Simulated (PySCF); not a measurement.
# Level of theory and bond dissociation enthalpies: `O[SiH3]` (H4OSi)

Atom numbers as in the mapped SMILES `[OH:1][SiH3:2]`.

All levels share the PBE0-D3(BJ)/def2-SVP structures and the PBE0-D3(BJ)/def2-SVP thermal terms; only the single-point energies (PySCF) change. Values are bond dissociation enthalpies (298 K, kJ/mol).

| level | Si2–H | O1–H | O1–Si2 | time |
| --- | --- | --- | --- | --- |
| HF/ma-def2-TZVP | 306 | 346 | 374 | 2.1 s |
| MP2/ma-def2-TZVP | 366 | 500 | 533 | 8.8 s |
| PBE0-D3(BJ)/def2-TZVP | 367 | 471 | 492 | – |
| CCSD(T)/ma-def2-TZVP | 377 | 478 | 501 | 3.3 min |

Times are wall times for all single points of a level on 1 thread of Arm Neoverse V1, a shared host; the dash marks the run that also made the structures.

Hartree-Fock leaves out electron correlation, so its bond energies come out too low, often by 100 kJ/mol or more.

The widest spread is that of O1–Si2: 160 kJ/mol, from 374 to 533.

Differences come from unrounded values, so a last digit can differ from that of the printed terms.
